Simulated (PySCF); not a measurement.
Level sweep

C6H8.
SMILES: `C1CC2=C1CC2`

PySCF, dipoles from the SCF density, polarisabilities from static response with core orbitals frozen. Isolated species at its PBE0-D3(BJ)/def2-SVP geometry, gas phase.

The anisotropy is √(½[(α1 − α2)² + (α2 − α3)² + (α3 − α1)²]).

| level | μ (D) | α (au) | anisotropy (au) |
| --- | --- | --- | --- |
| LDA/def2-SVPD | 0.184 | 70.72 | 28.35 |
| PBE/def2-SVPD | 0.177 | 70.10 | 28.38 |
| B3LYP/def2-SVPD | 0.178 | 68.38 | 26.24 |
| PBE0/def2-SVPD | 0.184 | 67.59 | 25.89 |
| BHandHLYP/def2-SVPD | 0.184 | 66.18 | 24.13 |
| CAM-B3LYP/def2-SVPD | 0.181 | 66.96 | 24.31 |
| wB97X-D/def2-SVPD | 0.186 | 66.94 | 24.48 |
| LC-wPBE/def2-SVPD | 0.186 | 64.83 | 22.54 |
| HF/def2-SVPD | 0.194 | 64.41 | 22.01 |
| PBE0/6-31G* | 0.182 | 58.62 | 23.61 |
| PBE0/def2-SVP | 0.190 | 60.80 | 23.64 |
| PBE0/def2-TZVP | 0.184 | 67.02 | 26.16 |

The dipole runs from 0.18 D (PBE/def2-SVPD) to 0.19 D (HF/def2-SVPD). No reference polarisability is at hand; against PBE0 in the largest diffuse basis at hand (def2-SVPD) the other PBE0 rows deviate by 6-31G* -13%, def2-SVP -10%, def2-TZVP -1%. In one basis (def2-SVPD) the functionals order the polarisability from HF (lowest) to LDA (highest), a spread of 10%. With PBE0 the polarisability is 62.15 au without diffuse functions (mean of 6-31G*, def2-SVP and def2-TZVP) and 67.59 au with them (def2-SVPD).
